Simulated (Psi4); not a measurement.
Process, species as SMILES: OO (H2O2) → O[O-] + H+
B3LYP-D3(BJ)/def2-TZVP geometries, fixed; electronic energies without zero-point terms.
Largest species:
```xyz
4

O      0.0155     0.7238    -0.0702
O     -0.0112    -0.7261    -0.0419
H      0.8057     0.8967     0.4614
H     -0.8394    -0.8786     0.4355
```
Charge 0, spin multiplicity 1.

Basis-set convergence of the deprotonation energy at B3LYP with Psi4. Cartesian d functions, on some or all atoms, in 6-31G*, 6-31+G*; all else is spherical. Density fitting with the program's default auxiliary sets. Psi4's default fitting sets serve the pcseg sets less well. No added dispersion term, no relativity. Functions are those of the species that has most. Reference: the value in aug-cc-pVQZ, 381.75 kcal/mol, itself unsure by roughly 0.04 kcal/mol (its distance from def2-QZVPPD). Deviations are taken from unrounded values.

| basis | functions | deprotonation energy (kcal/mol) |
|---|---|---|
| 6-31G* | 34 | 405.49 |
| 6-31+G* | 42 | 377.26 |
| cc-pVDZ | 38 | 409.20 |
| aug-cc-pVDZ | 64 | 379.89 |
| def2-SVP | 38 | 408.60 |
| def2-SVPD | 62 | 379.63 |
| pcseg-1 | 38 | 395.85 |
| aug-pcseg-1 | 64 | 378.23 |
| 6-311G** | 48 | 401.87 |
| 6-311+G** | 56 | 380.69 |
| def2-TZVP | 74 | 389.32 |
| def2-TZVPD | 98 | 380.73 |
| cc-pVTZ | 88 | 396.67 |
| aug-cc-pVTZ | 138 | 381.31 |
| pcseg-2 | 88 | 386.21 |
| aug-pcseg-2 | 138 | 381.40 |
| def2-TZVPP | 90 | 390.19 |
| def2-TZVPPD | 114 | 381.50 |
| cc-pVQZ | 170 | 390.80 |
| aug-cc-pVQZ | 252 | 381.75 |
| def2-QZVPP | 174 | 385.71 |
| def2-QZVPPD | 198 | 381.71 |
| pcseg-3 | 186 | 382.82 |
| aug-pcseg-3 | 268 | 381.66 |

What the diffuse functions change, pair by pair:
- 6-31G* to 6-31+G*: 8 more functions, deviation 23.75 to -4.49 kcal/mol
- cc-pVDZ to aug-cc-pVDZ: 26 more functions, deviation 27.46 to -1.85 kcal/mol
- def2-SVP to def2-SVPD: 24 more functions, deviation 26.85 to -2.11 kcal/mol
- pcseg-1 to aug-pcseg-1: 26 more functions, deviation 14.11 to -3.52 kcal/mol
- 6-311G** to 6-311+G**: 8 more functions, deviation 20.12 to -1.05 kcal/mol
- def2-TZVP to def2-TZVPD: 24 more functions, deviation 7.58 to -1.01 kcal/mol
- cc-pVTZ to aug-cc-pVTZ: 50 more functions, deviation 14.92 to -0.43 kcal/mol
- pcseg-2 to aug-pcseg-2: 50 more functions, deviation 4.47 to -0.34 kcal/mol
- def2-TZVPP to def2-TZVPPD: 24 more functions, deviation 8.44 to -0.24 kcal/mol
- cc-pVQZ to aug-cc-pVQZ: 82 more functions, deviation 9.05 to 0.00 kcal/mol
- def2-QZVPP to def2-QZVPPD: 24 more functions, deviation 3.97 to -0.04 kcal/mol
- pcseg-3 to aug-pcseg-3: 82 more functions, deviation 1.07 to -0.08 kcal/mol

Leaving out the reference's own pair, they bring the value nearer the reference by more than 0.04 kcal/mol in 11 of 11 pairs.
